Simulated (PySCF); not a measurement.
Below is a simulated gas-phase Cl 2p photoelectron spectrum of cis-1-chloro-2-fluoroethylene, `F/C=C\Cl`.

Every computed line was given a Gaussian of 1.0 eV full width at half maximum and an area set by the number of equivalent atoms (split 2:1 within a doublet); the highest printed point is 100. Method: delta-SCF UKS SCAN, pcX-2 on the ionised atom, pcseg-1 elsewhere, spin-free X2C (PySCF 2.14.0).

(binding energy (eV), intensity): (205.3, 0), (205.4, 1), (205.5, 1), (205.6, 3), (205.7, 5), (205.8, 8), (205.9, 14), (206.0, 22), (206.1, 32), (206.2, 44), (206.3, 58), (206.4, 72), (206.5, 85), (206.6, 95), (206.7, 100), (206.8, 100), (206.9, 94), (207.0, 84), (207.1, 71), (207.2, 58), (207.3, 45), (207.4, 34), (207.5, 26), (207.6, 22), (207.7, 21), (207.8, 23), (207.9, 28), (208.0, 34), (208.1, 40), (208.2, 45), (208.3, 49), (208.4, 50), (208.5, 49), (208.6, 45), (208.7, 39), (208.8, 32), (208.9, 25), (209.0, 19), (209.1, 13), (209.2, 9), (209.3, 5), (209.4, 3), (209.5, 2), (209.6, 1), (209.7, 0), (209.8, 0), (209.9, 0)

Problem. Count the maxima, the lines and the sites behind this envelope.

Solution. The curve has 2 maxima (at 206.7 and 208.4 eV). Under it lie 2 lines from 1 inequivalent chlorine site, drawn as a 2p3/2, 2p1/2 pair.

Problem. Decompose the envelope and assign each component. Numbering: `[F:1]/[CH:2]=[CH:3]\[Cl:4]`.

Solution. 
```json
{"position (eV)": "206.74", "relative area": "0.67", "line": "Cl 2p3/2", "atoms": "Cl4", "environment": "vinyl chlorine"}
{"position (eV)": "208.40", "relative area": "0.33", "line": "Cl 2p1/2", "atoms": "Cl4", "environment": "vinyl chlorine"}
```

Problem. What are the centre and the root-mean-square width of the whole band?

Solution. The area-weighted mean of the lines is 207.30 eV. Their own spread about it is 0.78 eV (rms) and each Gaussian has σ = 1.0/2.355 = 0.42 eV; the variances add, which gives 0.89 eV.

The curve has no shake-up lines and no vibrational structure. Spin–orbit and ligand-field terms were added within each 2p shell after the spin-free SCF. 2p1/2 minus 2p3/2 (ligand field included): Cl 1.66 eV. Isolated species at its PBE0-D3(BJ)/def2-SVP geometry, gas phase.

On one thread, x86-64 server (shared host), this took 18 s of wall time.
